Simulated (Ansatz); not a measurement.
Two isomers of C7H8O: A = `COc1ccccc1`, B = `Cc1cccc(O)c1`.

Gas-phase electronic energies from Ansatz, PBE0-D4/def2-TZVP geometries. CBS: MP2 limit from def2 TZ/QZ plus the TZ coupled-cluster correction, frozen cores. Functionals use def2-TZVPP. Each species was taken in one conformer, which may not be the lowest.

A:

Z-matrix (Å, degrees):
```
C
O 1 1.405
H 1 1.096 2 111.6
H 1 1.089 2 106.3 3 118.9
H 1 1.096 2 111.6 3 -122.3
C 2 1.353 1 117.8 3 61.1
C 6 1.394 2 115.9 1 180.0
C 6 1.391 2 124.3 1 -0.0
C 7 1.381 6 120.0 2 180.0
H 7 1.083 6 118.5 2 0.0
C 8 1.390 6 119.5 2 -180.0
H 8 1.082 6 121.0 2 -0.0
C 9 1.391 7 120.6 6 0.0
H 9 1.084 7 119.3 6 180.0
H 11 1.084 8 119.0 6 180.0
H 13 1.083 9 120.4 7 -180.0
```

B:

```xyz
16

C     0.393    0.675   -2.277
C     0.082    0.335   -0.851
C    -0.645    1.214   -0.052
C    -0.900    0.904    1.273
C    -0.441   -0.282    1.823
C     0.282   -1.163    1.029
O     0.758   -2.344    1.499
C     0.539   -0.854   -0.300
H     1.350    1.203   -2.350
H    -0.372    1.325   -2.706
H     0.467   -0.222   -2.894
H    -1.013    2.143   -0.472
H    -1.469    1.591    1.890
H    -0.646   -0.525    2.862
H     0.511   -2.438    2.423
H     1.102   -1.563   -0.898
```

Task: Which isomer does CCSD(T)/CBS put lower? Give the gap. (An estimate is asked.)

Result: Ansatz gave: B, by 54.1 kJ/mol.

Task: Give E(B) − E(A) in kJ/mol with PBE-D4, CCSD(T)/def2-TZVPP, LDA (SPW92), ωB97M-V, CCSD/def2-TZVPP, PBE0-D4, BLYP-D4. (An estimate is asked.)

Result: Ansatz gave: PBE-D4 -53.7, CCSD(T)/def2-TZVPP -52.3, LDA (SPW92) -54.9, ωB97M-V -53.0, CCSD/def2-TZVPP -52.1, PBE0-D4 -55.3, BLYP-D4 -47.2. None reverses the order clearly.

Task: Does the order hold for the free energy at 298.15 K (harmonic terms from PBE0-D4)? (Estimate.)

Result: Ansatz gave: Yes: G(B) − G(A) = -60.7 kJ/mol, for one conformer each. Modes under 60 cm⁻¹, often nearly free rotors, make the harmonic entropy too high.

Largest T1 diagnostic: 0.011.

Leaving LDA and LC-ωPBE aside and taking each functional with its dispersion term where it has one, the values, not all of them listed here, spread over 9.1 kJ/mol, from PBE-QIDH to BLYP-D4. At CCSD(T), def2-SVP lies +3.5 kJ/mol from the extrapolated value and def2-TZVPP +1.8 kJ/mol.
